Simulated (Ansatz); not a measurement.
Mulliken charges of `O=CC(O)S` from r2SCAN/def2-TZVPP in Ansatz (PBE0-D4/def2-TZVP geometry).

| atom | x (Å) | y (Å) | z (Å) | charge (e) |
| --- | --- | --- | --- | --- |
| O1 | -1.466 | -0.423 | 0.975 | -0.317 |
| C2 | -0.493 | 0.278 | 0.880 | 0.138 |
| C3 | 0.655 | -0.117 | -0.012 | 0.239 |
| O4 | 0.566 | -1.429 | -0.403 | -0.333 |
| S5 | 0.619 | 1.125 | -1.368 | -0.160 |
| H6 | -0.409 | 1.253 | 1.391 | 0.065 |
| H7 | 1.613 | 0.084 | 0.478 | 0.060 |
| H8 | -0.348 | -1.700 | -0.220 | 0.214 |
| H9 | -0.651 | 0.882 | -1.737 | 0.095 |

Task: By hand: the dipole of these point charges (1 e Å = 4.8032 D).

Result: Σ q r = (0.200, 0.247, 0.070) e Å, of length 0.325 e Å = 1.56 D.

Task: How does the dipole of the full density compare? (Best estimate.)

Result: Ansatz gave: (0.060, 0.219, 0.126) e Å, 1.25 D; the point charges give 1.25 times that, at 28° from its direction.

Point charges leave out the atoms' own dipoles, such as those of lone pairs, and Mulliken's split depends on the basis, so the two needn't agree.
